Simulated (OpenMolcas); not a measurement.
Predicting a hybrid from its neighbours: C2HF2

C2HF2: 5 atoms, total charge 0, spin state doublet. As SMILES, `[CH]=C(F)F`. The shape is that of a PBE0-D4/def2-TZVP optimisation.

The dipole moment y, in D, basis aug-cc-pVDZ; a is the functional's share of exact exchange. Programs: OpenMolcas 26.06.

| functional | program | a | y (D) |
| --- | --- | --- | --- |
| UTPSS | OpenMolcas | 0 | 1.18 |
| U-r2SCAN | OpenMolcas | 0 | 1.18 |
| UB3LYP | OpenMolcas | 0.2 | ? |
| UPBE0 | OpenMolcas | 0.25 | 1.28 |
| UBHLYP | OpenMolcas | 0.5 | 1.46 |

Q: Fit y = c + s·a to the known rows and predict UB3LYP.

A: 
1. Means of the 4 rows: a = 0.1875, y = 1.275.
2. Σ(Δa)² = 0.17188, Σ(Δa·Δy) = 0.09375, so the slope is 0.09375/0.17188 = 0.54544.
3. Intercept: 1.275 − (0.54544) × 0.1875 = 1.173. The largest residual of the fit is 0.029.
4. UB3LYP: 1.173 + (0.54544) × 0.2 = 1.28 D.

The run gave 1.29 D, so the prediction is off by -0.01 D, within the largest residual. More exact exchange makes the molecule more polar here.
